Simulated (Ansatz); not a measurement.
Gas-phase electronic energies from Ansatz, PBE0-D4/def2-TZVP geometries. CBS: MP2 limit from def2 TZ/QZ plus the TZ coupled-cluster correction, frozen cores. This one scheme is used for every species. DFT in def2-TZVPP. B3LYP here is the variant with VWN-RPA as its local correlation; programs differ in this. Each species was taken in one conformer, which may not be the lowest.

Consider the substitution at a C–S bond: `CSC1C=N1` + CH₃NH₂ → `CNC1C=N1` + CH₃SH.

| level | ΔE (kJ/mol) |
| --- | --- |
| PBE-D4 | 4.0 |
| PBE0 | 1.7 |
| B3LYP | 0.0 |
| MP2/def2-QZVPP | 7.7 |

Task: What does CCSD(T)/CBS give? (Best estimate.)

Result: The calculation gave: +4.5 kJ/mol. The listed levels differ from it by -0.5, -2.8, -4.5, 3.2 kJ/mol.

Largest T1 diagnostic among the species: 0.012.

In def2-TZVPP, CCSD(T) changes the Hartree–Fock value by +6.0 kJ/mol (the triples alone add +1.6 kJ/mol) and MP2 by +10.6 kJ/mol.

CCSD(T)/CBS has its own doubt, a few kJ/mol and more with outer-core shells, so smaller differences from it don't rank the levels.
